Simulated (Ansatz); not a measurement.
# How far each method lies from full CI for GeH, doublet

Geometry: a point of a stretch scan, not a stationary point.

```xyz
2

Ge    0.0000    0.0000    0.0000
H     0.0000    0.0000    1.9460
```

Basis cc-pVTZ; Ansatz 0.2.0. Correlated methods freeze the noble-gas cores and the filled d shells of p-block atoms, which leaves 5 electrons in 43 orbitals. R marks a restricted (for open shells ROHF) determinant, U an unrestricted one. Active spaces: pair = (3e, 3o) about the gap; valence = (5e, 5o) chosen from the atoms' valence shells. No spin–orbit coupling is included, and no scalar relativity.

Full CI is exact within this basis and frozen core; it isn't the basis-set limit. The frozen core follows each run's orbitals, which can shift R against U totals by a few meV for light atoms and by up to 0.1 eV past Ca.

For open shells CISD is restricted-active-space CI with the open shells as a complete middle space.

```
UHF ⟨S²⟩                          : 0.767
T1 diagnostic (RCCSD)             : 0.0239
largest doubles amplitude (RCCSD) : 0.112
```

```tsv
level	E − E(full CI) (kJ/mol)	share of correlation (%)	wall time
RHF	281.7	0.00	–
RMP2	69.4	75.38	–
CISD	18.4	93.48	1.1 s
RCCSD	10.2	96.37	–
RCCSD(T)	2.2	99.24	1.6 s
BCCD(T)	2.2	99.22	2 s
RCCSDT	0.2	99.92	–
RCCSDT(Q)	0.0	99.99	11 s
CASSCF (pair space)	221.2	21.50	–
NEVPT2 (pair space)	55.9	80.17	2 s
MRCISD (pair space)	11.3	95.98	–
MRCISD+Q (pair space)	-2.3	100.81	2.5 s
CASSCF (valence space)	180.0	36.10	–
NEVPT2 (valence space)	47.4	83.19	1.2 s
MRCISD (valence space)	8.5	97.00	–
MRCISD+Q (valence space)	0.3	99.91	1.5 s
```

The correlation energy at full CI, counted from RHF, is -2.920 eV. That run took 46 s on 1 thread of Arm Neoverse V2, shared host over 2,785,730 determinants.

Run but not shown, since their state or frozen core can't be matched to the reference's or they repeat it: UHF, UMP2, UCCSD, UCCSD(T), UCCSDT, UCCSDT(Q).

Times hold each run's SCF and search for its determinant on a shared host, so for small cases they say little of a method's own cost; they ran on 1 thread of Arm Neoverse V2.

More than 5 meV below full CI, which no variational method can be: MRCISD+Q (pair space).

The full-CI state has the irrep B1 of C2v, in the program's axes (one component, if the state is degenerate).

Natural occupations of full CI about the gap: 1.935 1.894 0.984 0.069 0.044 0.013 0.012 0.009 0.008 0.007; effectively unpaired electrons, Σ n²(2−n)², 1.08.
